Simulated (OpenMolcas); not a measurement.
A ladder of methods for LiH (SMILES [LiH])

LiH has 2 atoms, charge 0, and is taken as a singlet. As SMILES, `[LiH]`. The bond length is the measured one.

| atom | x (Å) | y (Å) | z (Å) |
| --- | --- | --- | --- |
| Li | 0.0000 | 0.0000 | 0.0000 |
| H | 0.0000 | 0.0000 | 1.5957 |

Quantity: the energy change with the Li1–H2 bond stretched from 1.596 to 1.995 Å, in eV. The values are calculated.

```csv
level,kind,program,value (eV),less FCI/def2-SVP,CPU time (all runs)
HF/def2-SVP (restricted),Hartree–Fock,OpenMolcas,0.34,+0.02,3.2 s
SVWN5/def2-SVP (restricted),LDA,OpenMolcas,0.30,-0.02,5.2 s
r2SCAN/def2-SVP (restricted),meta-GGA,OpenMolcas,0.32,0.00,6.4 s
PBE0/def2-SVP (restricted),global hybrid,OpenMolcas,0.34,+0.02,5.3 s
B2PLYP/def2-SVP (restricted),double hybrid,OpenMolcas,0.36,+0.04,5.3 s
"SC-NEVPT2(2,5)/def2-SVP",multireference,OpenMolcas,0.31,-0.01,3.4 s
CISD/def2-SVP (restricted),coupled cluster or CI,OpenMolcas,0.32,0.00,3.5 s
FCI/def2-SVP,exact in the basis,OpenMolcas,0.32,0.00,4 s
```

FCI/def2-SVP is exact within its basis and frozen core, so for wave-function methods in that basis the difference is their error; functionals converge differently with the basis, so for them it is only a difference. The first shape isn't each level's own minimum. The values span 0.30 to 0.36 eV. Times are those of the runs behind each value, whatever else they computed, on shared processors of several kinds: orders of magnitude only.
